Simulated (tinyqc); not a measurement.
UHF in the sto-6g basis, for H2F+, spin multiplicity 1, step by step (part 1 of 2). Computed by tinyqc, a small Python program that keeps every step (integrals from PySCF). Settings: charge = 1, multiplicity = 1, basis = sto-6g, energy threshold = 1e-08, iteration cap = 60, orthogonalisation = symmetric, start = Wolfsberg-Helmholz matrix, DIIS depth = 0, damping = 0.5, method = UHF, break = 0.4. Command: `OMP_NUM_THREADS=1 python tinyqc.py 20763 20764 out.jsonl` (the two numbers bound the seeds that draw the settings). One thread of a shared host (Intel(R) Xeon(R) Processor @ 2.60GHz), about 0.3 s of CPU time with the checks. Later iterations appear only in the table of the cycle.

## One-electron integrals

Geometry (angstrom):
```
atom        x         y        z
F     0.00000   0.00000  0.00000
H     0.00000   0.86600  0.63800
H     0.00000  -0.86600  0.63800
```

Basis sto-6g: exponents (1/bohr^2) and contraction coefficients of normalised primitives:
```
element  l (shell)    exponent  coefficient
F            s (1)  1728.62657      0.00916
F            s (1)   316.94179      0.04936
F            s (1)    88.66889      0.16854
F            s (1)    30.46016      0.37056
F            s (1)    11.82857      0.41649
F            s (1)     4.87166      0.13033
F            s (2)    67.03228     -0.01325
F            s (2)    13.26744     -0.04699
F            s (2)     4.12351     -0.03379
F            s (2)     1.58646      0.25024
F            s (2)     0.68900      0.59512
F            s (2)     0.31582      0.24071
F            p (3)    67.03228      0.00376
F            p (3)    13.26744      0.03768
F            p (3)     4.12351      0.17390
F            p (3)     1.58646      0.41804
F            p (3)     0.68900      0.42586
F            p (3)     0.31582      0.10171
H            s (1)    35.52322      0.00916
H            s (1)     6.51314      0.04936
H            s (1)     1.82214      0.16854
H            s (1)     0.62596      0.37056
H            s (1)     0.24308      0.41649
H            s (1)     0.10011      0.13033
```

Overlap, kinetic and nuclear-attraction integrals over the contracted functions; the nuclear repulsion is the sum of Za Zb / Rab.

nuclear repulsion = 9.1609046 hartree

overlap S:
```
          1F 1s    1F 2s   1F 2px    1F 2py   1F 2pz    2H 1s     3H 1s
1F 1s   1.00000  0.23248  0.00000   0.00000  0.00000  0.03512   0.03512
1F 2s   0.23248  1.00000  0.00000   0.00000  0.00000  0.35307   0.35307
1F 2px  0.00000  0.00000  1.00000   0.00000  0.00000  0.00000   0.00000
1F 2py  0.00000  0.00000  0.00000   1.00000  0.00000  0.23408  -0.23408
1F 2pz  0.00000  0.00000  0.00000   0.00000  1.00000  0.17245   0.17245
2H 1s   0.03512  0.35307  0.00000   0.23408  0.17245  1.00000   0.18223
3H 1s   0.03512  0.35307  0.00000  -0.23408  0.17245  0.18223   1.00000
```

kinetic energy T (hartree):
```
           1F 1s     1F 2s   1F 2px    1F 2py   1F 2pz     2H 1s     3H 1s
1F 1s   37.39773  -1.14335  0.00000   0.00000  0.00000  -0.00477  -0.00477
1F 2s   -1.14335   1.08230  0.00000   0.00000  0.00000   0.05862   0.05862
1F 2px   0.00000   0.00000  3.25133   0.00000  0.00000   0.00000   0.00000
1F 2py   0.00000   0.00000  0.00000   3.25133  0.00000   0.12967  -0.12967
1F 2pz   0.00000   0.00000  0.00000   0.00000  3.25133   0.09553   0.09553
2H 1s   -0.00477   0.05862  0.00000   0.12967  0.09553   0.76852  -0.00569
3H 1s   -0.00477   0.05862  0.00000  -0.12967  0.09553  -0.00569   0.76852
```

nuclear attraction V (hartree):
```
            1F 1s      1F 2s     1F 2px     1F 2py     1F 2pz     2H 1s     3H 1s
1F 1s   -78.80638   -8.09445    0.00000    0.00000   -0.01373  -1.39930  -1.39930
1F 2s    -8.09445  -12.45683    0.00000    0.00000   -0.15985  -3.27408  -3.27408
1F 2px    0.00000    0.00000  -12.40408    0.00000    0.00000   0.00000   0.00000
1F 2py    0.00000    0.00000    0.00000  -12.50566    0.00000  -1.88296   1.88296
1F 2pz   -0.01373   -0.15985    0.00000    0.00000  -12.45921  -1.42979  -1.42979
2H 1s    -1.39930   -3.27408    0.00000   -1.88296   -1.42979  -5.87153  -1.19964
3H 1s    -1.39930   -3.27408    0.00000    1.88296   -1.42979  -1.19964  -5.87153
```

core Hamiltonian H = T + V (hartree):
```
            1F 1s      1F 2s    1F 2px    1F 2py    1F 2pz     2H 1s     3H 1s
1F 1s   -41.40865   -9.23780   0.00000   0.00000  -0.01373  -1.40407  -1.40407
1F 2s    -9.23780  -11.37453   0.00000   0.00000  -0.15985  -3.21546  -3.21546
1F 2px    0.00000    0.00000  -9.15276   0.00000   0.00000   0.00000   0.00000
1F 2py    0.00000    0.00000   0.00000  -9.25433   0.00000  -1.75329   1.75329
1F 2pz   -0.01373   -0.15985   0.00000   0.00000  -9.20789  -1.33426  -1.33426
2H 1s    -1.40407   -3.21546   0.00000  -1.75329  -1.33426  -5.10301  -1.20533
3H 1s    -1.40407   -3.21546   0.00000   1.75329  -1.33426  -1.20533  -5.10301
```

## Two-electron integrals

Functions are numbered as in S; the eight-fold symmetry (ij|kl) = (ji|kl) = (kl|ij) leaves the list below.

Two-electron integrals (ij|kl) in chemists' order, unique and non-zero (hartree):
```
(11|11) 5.40624    (21|11) 0.76813    (21|21) 0.13891    (22|11) 1.26627
(22|21) 0.28399    (22|22) 0.92637    (31|31) 0.02945    (32|31) 0.04468
(32|32) 0.20475    (33|11) 1.26627    (33|21) 0.28399    (33|22) 0.92637
(33|33) 0.99808    (41|41) 0.02945    (42|41) 0.04468    (42|42) 0.20475
(43|43) 0.05379    (44|11) 1.26627    (44|21) 0.28399    (44|22) 0.92637
(44|33) 0.89051    (44|44) 0.99808    (51|51) 0.02945    (52|51) 0.04468
(52|52) 0.20475    (53|53) 0.05379    (54|54) 0.05379    (55|11) 1.26627
(55|21) 0.28399    (55|22) 0.92637    (55|33) 0.89051    (55|44) 0.89051
(55|55) 0.99808    (61|11) 0.12361    (61|21) 0.02143    (61|22) 0.04287
(61|33) 0.04280    (61|41) 0.00075    (61|42) 0.00147    (61|44) 0.04294
(61|51) 0.00055    (61|52) 0.00108    (61|54) 0.00010    (61|55) 0.04288
(61|61) 0.00336    (62|11) 0.31615    (62|21) 0.07198    (62|22) 0.26237
(62|33) 0.25864    (62|41) 0.00421    (62|42) 0.03186    (62|44) 0.26589
(62|51) 0.00310    (62|52) 0.02347    (62|54) 0.00534    (62|55) 0.26258
(62|61) 0.01111    (62|62) 0.09243    (63|31) 0.00795    (63|32) 0.04568
(63|43) 0.00664    (63|53) 0.00489    (63|63) 0.01347    (64|11) 0.17448
(64|21) 0.04028    (64|22) 0.15696    (64|33) 0.15034    (64|41) 0.00999
(64|42) 0.06360    (64|44) 0.16787    (64|51) 0.00151    (64|52) 0.01320
(64|54) 0.00802    (64|55) 0.15265    (64|61) 0.00649    (64|62) 0.06787
(64|64) 0.06291    (65|11) 0.12854    (65|21) 0.02968    (65|22) 0.11563
(65|33) 0.11076    (65|41) 0.00151    (65|42) 0.01320    (65|44) 0.11390
(65|51) 0.00906    (65|52) 0.05540    (65|54) 0.00895    (65|55) 0.12224
(65|61) 0.00478    (65|62) 0.05000    (65|64) 0.03642    (65|65) 0.04031
(66|11) 0.48043    (66|21) 0.11145    (66|22) 0.46739    (66|33) 0.45192
(66|41) 0.00807    (66|42) 0.08559    (66|44) 0.48201    (66|51) 0.00595
(66|52) 0.06306    (66|54) 0.02217    (66|55) 0.46825    (66|61) 0.01733
(66|62) 0.21439    (66|64) 0.18251    (66|65) 0.13446    (66|66) 0.77500
(71|11) 0.12361    (71|21) 0.02143    (71|22) 0.04287    (71|33) 0.04280
(71|41) -0.00075   (71|42) -0.00147   (71|44) 0.04294    (71|51) 0.00055
(71|52) 0.00108    (71|54) -0.00010   (71|55) 0.04288    (71|61) 0.00332
(71|62) 0.01080    (71|64) 0.00578    (71|65) 0.00465    (71|66) 0.01669
(71|71) 0.00336    (72|11) 0.31615    (72|21) 0.07198    (72|22) 0.26237
(72|33) 0.25864    (72|41) -0.00421   (72|42) -0.03186   (72|44) 0.26589
(72|51) 0.00310    (72|52) 0.02347    (72|54) -0.00534   (72|55) 0.26258
(72|61) 0.01080    (72|62) 0.07568    (72|64) 0.03825    (72|65) 0.03976
(72|66) 0.14303    (72|71) 0.01111    (72|72) 0.09243    (73|31) 0.00795
(73|32) 0.04568    (73|43) -0.00664   (73|53) 0.00489    (73|63) 0.01070
(73|73) 0.01347    (74|11) -0.17448   (74|21) -0.04028   (74|22) -0.15696
(74|33) -0.15034   (74|41) 0.00999    (74|42) 0.06360    (74|44) -0.16787
(74|51) -0.00151   (74|52) -0.01320   (74|54) 0.00802    (74|55) -0.15265
(74|61) -0.00578   (74|62) -0.03825   (74|64) -0.00904   (74|65) -0.01969
(74|66) -0.06552   (74|71) -0.00649   (74|72) -0.06787   (74|74) 0.06291
(75|11) 0.12854    (75|21) 0.02968    (75|22) 0.11563    (75|33) 0.11076
(75|41) -0.00151   (75|42) -0.01320   (75|44) 0.11390    (75|51) 0.00906
(75|52) 0.05540    (75|54) -0.00895   (75|55) 0.12224    (75|61) 0.00465
(75|62) 0.03976    (75|64) 0.01969    (75|65) 0.03130    (75|66) 0.08290
(75|71) 0.00478    (75|72) 0.05000    (75|74) -0.03642   (75|75) 0.04031
(76|11) 0.10888    (76|21) 0.02509    (76|22) 0.10032    (76|33) 0.09838
(76|44) 0.10011    (76|51) 0.00169    (76|52) 0.01567    (76|55) 0.10246
(76|61) 0.00384    (76|62) 0.03598    (76|64) 0.02306    (76|65) 0.02223
(76|66) 0.09127    (76|71) 0.00384    (76|72) 0.03598    (76|74) -0.02306
(76|75) 0.02223    (76|76) 0.01787    (77|11) 0.48043    (77|21) 0.11145
(77|22) 0.46739    (77|33) 0.45192    (77|41) -0.00807   (77|42) -0.08559
(77|44) 0.48201    (77|51) 0.00595    (77|52) 0.06306    (77|54) -0.02217
(77|55) 0.46825    (77|61) 0.01669    (77|62) 0.14303    (77|64) 0.06552
(77|65) 0.08290    (77|66) 0.30279    (77|71) 0.01733    (77|72) 0.21439
(77|74) -0.18251   (77|75) 0.13446    (77|76) 0.09127    (77|77) 0.77500
```

## Orthogonalisation

S = U s U^T; symmetric (Loewdin) form X = U s^(-1/2) U^T, so that X^T S X = 1.

eigenvalues of S: 0.49296  0.56554  0.89981  1.00000  1.09054  1.25223  1.69893

X:
```
           1F 1s     1F 2s   1F 2px    1F 2py    1F 2pz     2H 1s     3H 1s
1F 1s    1.02234  -0.13087  0.00000   0.00000  -0.00501   0.01541   0.01541
1F 2s   -0.13087   1.12701  0.00000   0.00000   0.05062  -0.19150  -0.19150
1F 2px   0.00000   0.00000  1.00000   0.00000   0.00000   0.00000   0.00000
1F 2py   0.00000   0.00000  0.00000   1.05382   0.00000  -0.14866   0.14866
1F 2pz  -0.00501   0.05062  0.00000   0.00000   1.02420  -0.09189  -0.09189
2H 1s    0.01541  -0.19150  0.00000  -0.14866  -0.09189   1.09964  -0.06991
3H 1s    0.01541  -0.19150  0.00000   0.14866  -0.09189  -0.06991   1.09964
```

## Starting guess

The start is the generalised Wolfsberg-Helmholz matrix (K = 1.75) built on H, with HOMO and LUMO mixed by +/-0.4 rad for the two spins; D(s) = C_occ C_occ^T for each spin.

D(alpha) at the start:
```
           1F 1s     1F 2s    1F 2px    1F 2py    1F 2pz     2H 1s     3H 1s
1F 1s    1.03701  -0.15706   0.00000   0.00000   0.03572  -0.05942  -0.05942
1F 2s   -0.15706   0.70435   0.00000   0.00000  -0.13534   0.16933   0.16933
1F 2px   0.00000   0.00000   0.84835  -0.20392   0.00000   0.29636  -0.29636
1F 2py   0.00000   0.00000  -0.20392   0.88053   0.00000   0.06799  -0.06799
1F 2pz   0.03572  -0.13534   0.00000   0.00000   0.94939   0.05191   0.05191
2H 1s   -0.05942   0.16933   0.29636   0.06799   0.05191   0.17577  -0.07792
3H 1s   -0.05942   0.16933  -0.29636  -0.06799   0.05191  -0.07792   0.17577
```

D(beta) at the start:
```
           1F 1s     1F 2s    1F 2px    1F 2py    1F 2pz     2H 1s     3H 1s
1F 1s    1.03701  -0.15706   0.00000   0.00000   0.03572  -0.05942  -0.05942
1F 2s   -0.15706   0.70435   0.00000   0.00000  -0.13534   0.16933   0.16933
1F 2px   0.00000   0.00000   0.84835   0.20392   0.00000  -0.29636   0.29636
1F 2py   0.00000   0.00000   0.20392   0.88053   0.00000   0.06799  -0.06799
1F 2pz   0.03572  -0.13534   0.00000   0.00000   0.94939   0.05191   0.05191
2H 1s   -0.05942   0.16933  -0.29636   0.06799   0.05191   0.17577  -0.07792
3H 1s   -0.05942   0.16933   0.29636  -0.06799   0.05191  -0.07792   0.17577
```

## Iteration 1: building the Fock matrix

J_ij = sum D_kl (ij|kl) with D = D(alpha) + D(beta), K_ij = sum D_kl (ik|jl) for each spin; F = H + J - K(s); E = tr D H + tr D J / 2 - 0.5 sum_s tr D(s) K(s) + E_nn.

Coulomb J (hartree):
```
           1F 1s     1F 2s   1F 2px    1F 2py    1F 2pz    2H 1s     3H 1s
1F 1s   20.11833   3.61918  0.00000   0.00000  -0.00781  0.56176   0.56176
1F 2s    3.61918   9.48072  0.00000   0.00000  -0.00354  2.64405   2.64405
1F 2px   0.00000   0.00000  9.45025   0.00000   0.00000  0.00000   0.00000
1F 2py   0.00000   0.00000  0.00000   9.49839   0.00000  1.57149  -1.57149
1F 2pz  -0.00781  -0.00354  0.00000   0.00000   9.49352  1.16093   1.16093
2H 1s    0.56176   2.64405  0.00000   1.57149   1.16093  4.75329   1.00820
3H 1s    0.56176   2.64405  0.00000  -1.57149   1.16093  1.00820   4.75329
```

exchange K(alpha) (hartree):
```
          1F 1s     1F 2s    1F 2px    1F 2py    1F 2pz    2H 1s     3H 1s
1F 1s   5.52788   0.89777   0.00000   0.00000   0.00344  0.14520   0.14520
1F 2s   0.89777   1.45055   0.00000   0.00000  -0.05122  0.48043   0.48043
1F 2px  0.00000   0.00000   1.14082  -0.09951   0.00000  0.07359  -0.07359
1F 2py  0.00000   0.00000  -0.09951   1.24782   0.00000  0.26501  -0.26501
1F 2pz  0.00344  -0.05122   0.00000   0.00000   1.27377  0.18539   0.18539
2H 1s   0.14520   0.48043   0.07359   0.26501   0.18539  0.40236   0.14418
3H 1s   0.14520   0.48043  -0.07359  -0.26501   0.18539  0.14418   0.40236
```

exchange K(beta) (hartree):
```
          1F 1s     1F 2s    1F 2px    1F 2py    1F 2pz     2H 1s     3H 1s
1F 1s   5.52788   0.89777   0.00000   0.00000   0.00344   0.14520   0.14520
1F 2s   0.89777   1.45055   0.00000   0.00000  -0.05122   0.48043   0.48043
1F 2px  0.00000   0.00000   1.14082   0.09951   0.00000  -0.07359   0.07359
1F 2py  0.00000   0.00000   0.09951   1.24782   0.00000   0.26501  -0.26501
1F 2pz  0.00344  -0.05122   0.00000   0.00000   1.27377   0.18539   0.18539
2H 1s   0.14520   0.48043  -0.07359   0.26501   0.18539   0.40236   0.14418
3H 1s   0.14520   0.48043   0.07359  -0.26501   0.18539   0.14418   0.40236
```

F(alpha) (hartree):
```
            1F 1s     1F 2s    1F 2px    1F 2py    1F 2pz     2H 1s     3H 1s
1F 1s   -26.81820  -6.51639   0.00000   0.00000  -0.02498  -0.98751  -0.98751
1F 2s    -6.51639  -3.34436   0.00000   0.00000  -0.11218  -1.05183  -1.05183
1F 2px    0.00000   0.00000  -0.84333   0.09951   0.00000  -0.07359   0.07359
1F 2py    0.00000   0.00000   0.09951  -1.00376   0.00000  -0.44681   0.44681
1F 2pz   -0.02498  -0.11218   0.00000   0.00000  -0.98814  -0.35873  -0.35873
2H 1s    -0.98751  -1.05183  -0.07359  -0.44681  -0.35873  -0.75207  -0.34131
3H 1s    -0.98751  -1.05183   0.07359   0.44681  -0.35873  -0.34131  -0.75207
```

F(beta) (hartree):
```
            1F 1s     1F 2s    1F 2px    1F 2py    1F 2pz     2H 1s     3H 1s
1F 1s   -26.81820  -6.51639   0.00000   0.00000  -0.02498  -0.98751  -0.98751
1F 2s    -6.51639  -3.34436   0.00000   0.00000  -0.11218  -1.05183  -1.05183
1F 2px    0.00000   0.00000  -0.84333  -0.09951   0.00000   0.07359  -0.07359
1F 2py    0.00000   0.00000  -0.09951  -1.00376   0.00000  -0.44681   0.44681
1F 2pz   -0.02498  -0.11218   0.00000   0.00000  -0.98814  -0.35873  -0.35873
2H 1s    -0.98751  -1.05183   0.07359  -0.44681  -0.35873  -0.75207  -0.34131
3H 1s    -0.98751  -1.05183  -0.07359   0.44681  -0.35873  -0.34131  -0.75207
```

total energy of this density = -99.3482616 hartree

This density is the starting one.

## Iteration 1: diagonalisation and new density

Diagonalise F' = X^T F X, C = X C', fill 5 alpha and 5 beta electrons from the bottom; D(s) = C_occ C_occ^T; the new density keeps 0.5 of the old one (damping). Each column has its largest component positive (the first on a tie).

F' = X^T F X (alpha) (hartree):
```
           1         2         3         4         5         6         7
1  -26.39760  -3.23151   0.00000   0.00000  -0.03785  -0.12360  -0.12360
2   -3.23151  -2.05718   0.00000   0.00000   0.01210  -0.45825  -0.45825
3    0.00000   0.00000  -0.84333   0.12675   0.00000  -0.10086   0.10086
4    0.00000   0.00000   0.12675  -0.85288   0.00000  -0.34178   0.34178
5   -0.03785   0.01210   0.00000   0.00000  -0.91953  -0.22662  -0.22662
6   -0.12360  -0.45825  -0.10086  -0.34178  -0.22662  -0.37883  -0.08334
7   -0.12360  -0.45825   0.10086   0.34178  -0.22662  -0.08334  -0.37883
```

orbital energies (alpha) (hartree): MO1 -26.82189, MO2 -1.91499, MO3 -1.13772, MO4 -1.01560, MO5 -0.87806, MO6 -0.08399, MO7 0.02409

coefficients C (alpha):
```
             MO1       MO2       MO3       MO4       MO5       MO6       MO7
1F 1s    0.99690  -0.23298   0.00000   0.06060   0.00000   0.10506   0.00000
1F 2s    0.01377   0.92034   0.00000  -0.29969   0.00000  -0.65280   0.00000
1F 2px   0.00000   0.00000  -0.14429   0.00000   0.96679   0.00000  -0.21093
1F 2py   0.00000   0.00000   0.81569   0.00000  -0.03074   0.00000  -0.69889
1F 2pz   0.00187   0.11217   0.00000   0.90828   0.00000  -0.48052   0.00000
2H 1s   -0.00256   0.11496   0.26290   0.15537   0.20738   0.73359   0.77065
3H 1s   -0.00256   0.11496  -0.26290   0.15537  -0.20738   0.73359  -0.77065
```

F' = X^T F X (beta) (hartree):
```
           1         2         3         4         5         6         7
1  -26.39760  -3.23151   0.00000   0.00000  -0.03785  -0.12360  -0.12360
2   -3.23151  -2.05718   0.00000   0.00000   0.01210  -0.45825  -0.45825
3    0.00000   0.00000  -0.84333  -0.12675   0.00000   0.10086  -0.10086
4    0.00000   0.00000  -0.12675  -0.85288   0.00000  -0.34178   0.34178
5   -0.03785   0.01210   0.00000   0.00000  -0.91953  -0.22662  -0.22662
6   -0.12360  -0.45825   0.10086  -0.34178  -0.22662  -0.37883  -0.08334
7   -0.12360  -0.45825  -0.10086   0.34178  -0.22662  -0.08334  -0.37883
```

orbital energies (beta) (hartree): MO1 -26.82189, MO2 -1.91499, MO3 -1.13772, MO4 -1.01560, MO5 -0.87806, MO6 -0.08399, MO7 0.02409

coefficients C (beta):
```
             MO1       MO2       MO3       MO4       MO5       MO6       MO7
1F 1s    0.99690  -0.23298   0.00000   0.06060   0.00000   0.10506   0.00000
1F 2s    0.01377   0.92034   0.00000  -0.29969   0.00000  -0.65280   0.00000
1F 2px   0.00000   0.00000   0.14429   0.00000   0.96679   0.00000   0.21093
1F 2py   0.00000   0.00000   0.81569   0.00000   0.03074   0.00000  -0.69889
1F 2pz   0.00187   0.11217   0.00000   0.90828   0.00000  -0.48052   0.00000
2H 1s   -0.00256   0.11496   0.26290   0.15537  -0.20738   0.73359   0.77065
3H 1s   -0.00256   0.11496  -0.26290   0.15537   0.20738   0.73359  -0.77065
```

D(alpha) after iteration 1:
```
           1F 1s     1F 2s    1F 2px    1F 2py    1F 2pz     2H 1s     3H 1s
1F 1s    1.04439  -0.18795   0.00000   0.00000   0.03325  -0.03967  -0.03967
1F 2s   -0.18795   0.82069   0.00000   0.00000  -0.15214   0.11427   0.11427
1F 2px   0.00000   0.00000   0.90193  -0.17567   0.00000   0.22946  -0.22946
1F 2py   0.00000   0.00000  -0.17567   0.77341   0.00000   0.13803  -0.13803
1F 2pz   0.03325  -0.15214   0.00000   0.00000   0.89347   0.10296   0.10296
2H 1s   -0.03967   0.11427   0.22946   0.13803   0.10296   0.16263  -0.07634
3H 1s   -0.03967   0.11427  -0.22946  -0.13803   0.10296  -0.07634   0.16263
```

D(beta) after iteration 1:
```
           1F 1s     1F 2s    1F 2px    1F 2py    1F 2pz     2H 1s     3H 1s
1F 1s    1.04439  -0.18795   0.00000   0.00000   0.03325  -0.03967  -0.03967
1F 2s   -0.18795   0.82069   0.00000   0.00000  -0.15214   0.11427   0.11427
1F 2px   0.00000   0.00000   0.90193   0.17567   0.00000  -0.22946   0.22946
1F 2py   0.00000   0.00000   0.17567   0.77341   0.00000   0.13803  -0.13803
1F 2pz   0.03325  -0.15214   0.00000   0.00000   0.89347   0.10296   0.10296
2H 1s   -0.03967   0.11427  -0.22946   0.13803   0.10296   0.16263  -0.07634
3H 1s   -0.03967   0.11427   0.22946  -0.13803   0.10296  -0.07634   0.16263
```
